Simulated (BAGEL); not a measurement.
**C2H2F3 (SMILES [CH2]C(F)(F)F) at UHF/def2-SVP (density fitting with qzvpp-jkfit)**

What is the energy change on altering one bond length of C2H2F3 at UHF/def2-SVP (density fitting with qzvpp-jkfit)? 

The results are computed with BAGEL 1.2.2.

1 further run of the same task is left out (set aside as unsound or not needed).

### Step 1. Starting point

C2H2F3 has 7 atoms, charge 0, and is taken as a doublet. SMILES: `[CH2]C(F)(F)F`. The coordinates come from a PBE0-D4/def2-TZVP relaxation.

Bond lengths: C1–C2 1.475 Å, C2–F3 1.348 Å, C2–F4 1.340 Å, C2–F5 1.340 Å, C1–H6 1.079 Å, C1–H7 1.079 Å. Angles: C1–C2–F3 112.0°, C1–C2–F4 111.7°, C1–C2–F5 111.7°, F3–C2–F4 106.7°, F3–C2–F5 106.7°, F4–C2–F5 107.7°, C2–C1–H6 119.0°, C2–C1–H7 119.0°, H6–C1–H7 121.5°.

### Step 2. The energy at UHF/def2-SVP (density fitting with qzvpp-jkfit)

Input file calc.json:

```json
{ "bagel": [

{
  "title": "molecule",
  "basis": "svp",
  "df_basis": "qzvpp-jkfit",
  "angstrom": "true",
  "geometry": [
    { "atom": "C", "xyz": [      -0.264300,       0.823800,       0.273900 ] },
    { "atom": "C", "xyz": [       0.195600,      -0.510000,      -0.157200 ] },
    { "atom": "F", "xyz": [      -0.758400,      -1.177200,      -0.836600 ] },
    { "atom": "F", "xyz": [       0.534300,      -1.279100,       0.886000 ] },
    { "atom": "F", "xyz": [       1.259800,      -0.430000,      -0.967200 ] },
    { "atom": "H", "xyz": [      -0.791300,       0.918400,       1.211200 ] },
    { "atom": "H", "xyz": [      -0.175800,       1.654100,      -0.410200 ] }
  ]
},

{
  "title": "uhf",
  "nopen": 1
},

{
  "title": "print",
  "file": "orbitals.molden",
  "orbitals": "true"
}

]}
```

The run is started by

```bash
$ BAGEL_NUM_THREADS=1 BAGEL calc.json > calc.out
```

The program printed:

```text
* using 1 threads per process

  ===============================================================
  ===============================================================

  *** Geometry ***

  { "atom" : "C", "xyz" : [     -0.499455,      1.556756,      0.517596 ] },
  { "atom" : "C", "xyz" : [      0.369630,     -0.963760,     -0.297065 ] },
  { "atom" : "F", "xyz" : [     -1.433168,     -2.224586,     -1.580945 ] },
  { "atom" : "F", "xyz" : [      1.009681,     -2.417149,      1.674297 ] },
  { "atom" : "F", "xyz" : [      2.380677,     -0.812582,     -1.827743 ] },
  { "atom" : "H", "xyz" : [     -1.495340,      1.735524,      2.288836 ] },
  { "atom" : "H", "xyz" : [     -0.332214,      3.125796,     -0.775166 ] },

  Number of auxiliary basis functions:      417

  Since a DF basis is specified, we compute 2- and 3-index integrals:
    o Being stored without compression. Storage requirement is 0.021 GB

  Number of basis functions:       80
  Number of electrons      :       41

    * METHOD: MOLECULE                             0.13

  *** Open-shell HF ***

  === Nuclear Repulsion ===
   191.9360257865

      * DIIS with orbital gradients will be used.

  === UHF iteration (svp) ===
      0       -374.64406406          0.04361847           0.07
      1       -374.80946857          0.02733020           0.07
      2       -374.85808618          0.01606606           0.07
      3       -374.88435989          0.00093734           0.07
      4       -374.88474196          0.00017895           0.07
      5       -374.88478637          0.00007806           0.07
      6       -374.88480773          0.00002035           0.07
      7       -374.88481223          0.00000957           0.07
      8       -374.88481336          0.00000498           0.07
      9       -374.88481391          0.00000171           0.07
     10       -374.88481400          0.00000066           0.07
     11       -374.88481401          0.00000029           0.07
     12       -374.88481401          0.00000014           0.07
     13       -374.88481401          0.00000005           0.07
     14       -374.88481401          0.00000001           0.07
     15       -374.88481401          0.00000001           0.07
    * SCF iteration converged.

    * S^2 (UHF) is 0.7608

    * Permanent dipole moment:
           (    0.323980,    -0.894435,    -0.284056) a.u.

    * METHOD: UHF                                  1.23

    * METHOD: PRINT                                0.01

  ===============================================================
```

Wall time 1.6 s (1 thread of Arm Neoverse V2, shared host); peak memory 0.097 GiB.

### Step 3. The distorted shape, same level

Input file input.json:

```json
{ "bagel": [

{
  "title": "molecule",
  "basis": "svp",
  "df_basis": "qzvpp-jkfit",
  "angstrom": "true",
  "geometry": [
    { "atom": "C", "xyz": [   -0.816192,    2.424395,    0.791231 ] },
    { "atom": "C", "xyz": [    0.195600,   -0.510000,   -0.157200 ] },
    { "atom": "F", "xyz": [   -0.758400,   -1.177200,   -0.836600 ] },
    { "atom": "F", "xyz": [    0.534300,   -1.279100,    0.886000 ] },
    { "atom": "F", "xyz": [    1.259800,   -0.430000,   -0.967200 ] },
    { "atom": "H", "xyz": [   -1.343192,    2.518995,    1.728531 ] },
    { "atom": "H", "xyz": [   -0.727692,    3.254695,    0.107131 ] }
  ]
},
{ "title": "uhf", "nopen": 1 },
{ "title": "print", "file": "orbitals.molden", "orbitals": "true" }

]}
```

The run is started by

```bash
$ BAGEL_NUM_THREADS=1 BAGEL input.json > input.out
```

The program printed:

```text
* using 1 threads per process

  ===============================================================
  ===============================================================

  *** Geometry ***

  { "atom" : "C", "xyz" : [     -1.542379,      4.581443,      1.495210 ] },
  { "atom" : "C", "xyz" : [      0.369630,     -0.963760,     -0.297065 ] },
  { "atom" : "F", "xyz" : [     -1.433168,     -2.224586,     -1.580945 ] },
  { "atom" : "F", "xyz" : [      1.009681,     -2.417149,      1.674297 ] },
  { "atom" : "F", "xyz" : [      2.380677,     -0.812582,     -1.827743 ] },
  { "atom" : "H", "xyz" : [     -2.538265,      4.760211,      3.266450 ] },
  { "atom" : "H", "xyz" : [     -1.375139,      6.150482,      0.202448 ] },

  Number of auxiliary basis functions:      417

  Since a DF basis is specified, we compute 2- and 3-index integrals:
    o Being stored without compression. Storage requirement is 0.021 GB

  Number of basis functions:       80
  Number of electrons      :       41

    * METHOD: MOLECULE                             0.13

  *** Open-shell HF ***

  === Nuclear Repulsion ===
   165.1232244180

      * DIIS with orbital gradients will be used.

  === UHF iteration (svp) ===
      0       -374.31525257          0.04697880           0.07
      1       -374.46803194          0.03795435           0.07
      2       -374.58117640          0.02597489           0.07
      3       -374.67820583          0.00232866           0.07
      4       -374.70287893          0.00170735           0.07
      5       -374.71247787          0.00108737           0.07
      6       -374.71734620          0.00063119           0.07
      7       -374.71919629          0.00040996           0.07
      8       -374.72027522          0.00024034           0.07
      9       -374.72037996          0.00017474           0.07
     10       -374.72038904          0.00014110           0.07
     11       -374.72040446          0.00011722           0.07
     12       -374.72044740          0.00009566           0.07
     13       -374.72049275          0.00006994           0.07
     14       -374.72052512          0.00003473           0.07
     15       -374.72052913          0.00001661           0.07
     16       -374.72052946          0.00000931           0.07
     17       -374.72052966          0.00000647           0.07
     18       -374.72052986          0.00000487           0.07
     19       -374.72052999          0.00000369           0.07
     20       -374.72053004          0.00000262           0.07
     21       -374.72053004          0.00000207           0.07
     22       -374.72053005          0.00000179           0.07
     23       -374.72053005          0.00000149           0.07
     24       -374.72053006          0.00000110           0.07
     25       -374.72053006          0.00000076           0.07
     26       -374.72053006          0.00000055           0.07
     27       -374.72053007          0.00000040           0.07
     28       -374.72053007          0.00000029           0.07
     29       -374.72053007          0.00000020           0.07
     30       -374.72053007          0.00000013           0.07
     31       -374.72053007          0.00000010           0.07
     32       -374.72053007          0.00000008           0.07
     33       -374.72053007          0.00000007           0.07
     34       -374.72053007          0.00000006           0.07
     35       -374.72053007          0.00000006           0.07
     36       -374.72053007          0.00000004           0.07
     37       -374.72053007          0.00000003           0.07
     38       -374.72053007          0.00000003           0.07
     39       -374.72053007          0.00000002           0.07
     40       -374.72053007          0.00000001           0.07
     41       -374.72053007          0.00000001           0.07
    * SCF iteration converged.

    * S^2 (UHF) is 1.5810

    * Permanent dipole moment:
           (    0.357162,    -0.944399,    -0.293989) a.u.

    * METHOD: UHF                                  3.04

    * METHOD: PRINT                                0.01

  ===============================================================
```

Wall time 3.6 s (1 thread of Arm Neoverse V2, shared host); peak memory 0.097 GiB.

### Step 4. Outcome

At UHF/def2-SVP (density fitting with qzvpp-jkfit):

| quantity | value |
| --- | --- |
| first shape: total energy | -374.88481 Eh |
| first shape: dipole moment | 2.52 D |
| first shape: ⟨S²⟩ | 0.761 |
| distorted shape: total energy | -374.72053 Eh |
| distorted shape: dipole moment | 2.67 D |
| distorted shape: ⟨S²⟩ | 1.581 |
| energy change with the C1–C2 bond stretched from 1.475 to 3.246 Å | 4.470 eV |

What this shows: With the C1–C2 bond stretched from 1.475 to 3.246 Å the energy rises by 4.47 eV (103 kcal/mol). The first shape isn't relaxed at this level, so the change isn't measured from a minimum. ⟨S²⟩ (distorted shape) is 1.58 where a pure doublet has 0.75: the reference is spin-contaminated.
